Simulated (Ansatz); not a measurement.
# Palladium, fcc under PBE: testing the cold (Marzari-Vanderbilt) smearing

How small must the cold (Marzari-Vanderbilt) smearing width be for energy and pressure to settle? The geometry was relaxed under PBE beforehand and stays fixed; 7 values are run, from 0.01 to 1.0 eV. Wanted are the values from which on the energy stays within 10 and 1 meV/atom, and the pressure within 0.5 GPa, of the narrowest run. Within the series other settings stay, but some runs also write fields, which adds to their time. Spin polarisation is left out.

Program: Ansatz 0.2.0. Level of theory: DFT PBE, plane waves with PAW, scalar-relativistic. These are calculated values, not measurements.

### 1 Starting point

The structure is cubic, space group Fm-3m (No. 225). The conventional cell has a = 3.947 Å, b = 3.947 Å, c = 3.947 Å, α = 90.00°, β = 90.00°, γ = 90.00°. Around Pd (site symmetry m-3m) lie 12 Pd at 2.79 Å.

Structure file:

```
CELL_PARAMETERS angstrom
0.00000 1.97347 1.97347
1.97347 0.00000 1.97347
1.97347 1.97347 0.00000
ATOMIC_POSITIONS crystal
Pd 0.00000 0.00000 0.00000
```

### 2 Width 0.01 eV

The run at 0.01 eV.

Contents of input.yaml:

```yaml
crystal:
  lattice:
    - [0.0, 1.9734737307, 1.9734737307]
    - [1.9734737307, 0.0, 1.9734737307]
    - [1.9734737307, 1.9734737307, 0.0]
  atoms:
    - { symbol: Pd, position: [0.0, 0.0, 0.0] }
hamiltonian:
  xc: pbe
  pseudopotentials:
    kind: paw
    azcp:
      Pd: "pseudopotentials/Pd.paw.azcp"
basis:
  ecutwfc: 420
  fft_grid_basis: typed
kpoints:
  mp_grid: { grid: [14, 14, 14], shift: [0, 0, 0] }
magnetization:
  spin_polarized: false
scf:
  occupations: { method: cold, width: 0.01 }
  lower_state_search: "off"
output:
  stress: true
  write_density: true
  write_potential: true
  elf: true
  volumetric_format: npy
```

Run with:

```console
ansatz run input.yaml --threads 1 --pin off --max-ram 3584MiB --backend cpu --events-out ev --progress --plain --runs-dir out
```

### 3 Width 0.03 eV

The run at 0.03 eV.

input.yaml: that of step 2 with these lines changed.

```diff
@@ -21,3 +21,3 @@
 scf:
-  occupations: { method: cold, width: 0.01 }
+  occupations: { method: cold, width: 0.03 }
   lower_state_search: "off"
```

### 4 Width 0.1 eV

The run at 0.1 eV.

input.yaml: that of step 3 with these lines changed.

```diff
@@ -21,3 +21,3 @@
 scf:
-  occupations: { method: cold, width: 0.03 }
+  occupations: { method: cold, width: 0.1 }
   lower_state_search: "off"
@@ -25,5 +25 @@
   stress: true
-  write_density: true
-  write_potential: true
-  elf: true
-  volumetric_format: npy
```

### 5 Width 0.2 eV

The run at 0.2 eV.

input.yaml: that of step 4 with these lines changed.

```diff
@@ -21,3 +21,3 @@
 scf:
-  occupations: { method: cold, width: 0.1 }
+  occupations: { method: cold, width: 0.2 }
   lower_state_search: "off"
```

### 6 Width 0.3 eV

The run at 0.3 eV.

input.yaml: that of step 5 with these lines changed.

```diff
@@ -21,3 +21,3 @@
 scf:
-  occupations: { method: cold, width: 0.2 }
+  occupations: { method: cold, width: 0.3 }
   lower_state_search: "off"
```

### 7 Width 0.6 eV

The run at 0.6 eV.

input.yaml: that of step 6 with these lines changed.

```diff
@@ -21,3 +21,3 @@
 scf:
-  occupations: { method: cold, width: 0.3 }
+  occupations: { method: cold, width: 0.6 }
   lower_state_search: "off"
```

### 8 Width 1.0 eV

The run at 1.0 eV.

input.yaml: that of step 7 with these lines changed.

```diff
@@ -21,3 +21,3 @@
 scf:
-  occupations: { method: cold, width: 0.6 }
+  occupations: { method: cold, width: 1.0 }
   lower_state_search: "off"
```

(Steps that only read results are left out.)

Before running it: what results should come out?

The runs gave:

| quantity | value |
| --- | --- |
| E(σ → 0) stays within 10 meV/atom of 0.01 eV | up to 0.3 eV |
| E(σ → 0) stays within 1 meV/atom | up to 0.2 eV |
| pressure stays within 0.5 GPa | up to 0.3 eV |
| pressure at 0.01 eV | -0.47 GPa |
| energy of a separate run on a finer mesh (22×22×22) | -13.6 meV/atom from 0.01 eV |

What this shows: The far end, 1.0 eV, lies -20.0 meV/atom and -2.7 GPa from the yardstick. The free energy F moves by +35.2 meV/atom over the range, and the estimate for σ → 0 by -20.0. This scheme cancels the term in the square of the width, so F moves little up to 0.2 eV. The mesh (14×14×14) is fixed, so the narrowest widths carry a k-point error of their own. The yardstick itself is unsettled by 13.6 meV/atom against the finer mesh, so the thresholds above hold only within this series, and wider smearing, which averages over more states, can land nearer the fine-mesh value than the narrowest does. The cell taken over is 4 % larger than the measured one (14.71 Å³/atom, COD).
